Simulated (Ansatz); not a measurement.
Species: C2H, SMILES `[C]#C` (charge 0, multiplicity 2), formula C₂H.

### Question
How many basis functions does frozen-core CCSD(T)/def2-TZVPP // B3LYP-D3(BJ)/def2-TZVP in Ansatz (a program for electronic structure) use, how many core orbitals are frozen, and how many electrons are correlated?

### Answer
76 basis functions and 2 frozen orbitals, which leaves 9 correlated electrons. Core time is of the order of seconds.
